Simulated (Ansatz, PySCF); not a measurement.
The pair A = HF (SMILES F) (first 2 atoms), B = HF (SMILES F); geometry from NCB31 set.
(charge 0, multiplicity 1):
```xyz
4

F      1.324    -0.090     0.000
H      1.740     0.733     0.000
F     -1.457     0.019     0.000
H     -0.539    -0.095     0.000
```

Cores are frozen in the correlated methods. Rows in 6-31G* carry no dispersion term and start afresh at each structure (6-31G* with six Cartesian d functions).

The values were computed with Ansatz (Gaussian basis) for Hartree–Fock, density functionals and correlated methods; PySCF for 6-31G* rows. 

Total energies (hartree), monomers frozen at their geometry in the pair:

```json
[
 {"structure": "AB", "HF/6-31G*": "-200.0150588", "MP2/aug-cc-pVTZ": "-200.6892409", "CCSD(T)/aug-cc-pVTZ": "-200.7068055"},
 {"structure": "A in the pair's basis", "HF/6-31G*": "-100.0046675", "MP2/aug-cc-pVTZ": "-100.3413528", "CCSD(T)/aug-cc-pVTZ": "-100.3500649"},
 {"structure": "B in the pair's basis", "HF/6-31G*": "-100.0030114", "MP2/aug-cc-pVTZ": "-100.3411534", "CCSD(T)/aug-cc-pVTZ": "-100.3498498"},
 {"structure": "A", "HF/6-31G*": "-100.0027328", "MP2/aug-cc-pVTZ": "-100.3408886", "CCSD(T)/aug-cc-pVTZ": "-100.3495718"},
 {"structure": "B", "HF/6-31G*": "-100.0026747", "MP2/aug-cc-pVTZ": "-100.3408797", "CCSD(T)/aug-cc-pVTZ": "-100.3495593"}
]
```

Question: Work out the interaction energy without and with the counterpoise correction, and the superposition error, for each level.

Answer: 
E(AB) − E(A) − E(B), times 627.509 kcal/mol, with the monomers in their own basis and then in the pair's basis:
- HF/6-31G*: -6.06 uncorrected, -4.63 corrected; the monomers gain 1.43 kcal/mol from borrowed functions
- MP2/aug-cc-pVTZ: -4.69 uncorrected, -4.23 corrected; the monomers gain 0.46 kcal/mol from borrowed functions
- CCSD(T)/aug-cc-pVTZ: -4.82 uncorrected, -4.32 corrected; the monomers gain 0.49 kcal/mol from borrowed functions

Ansatz is a program for electronic structure.
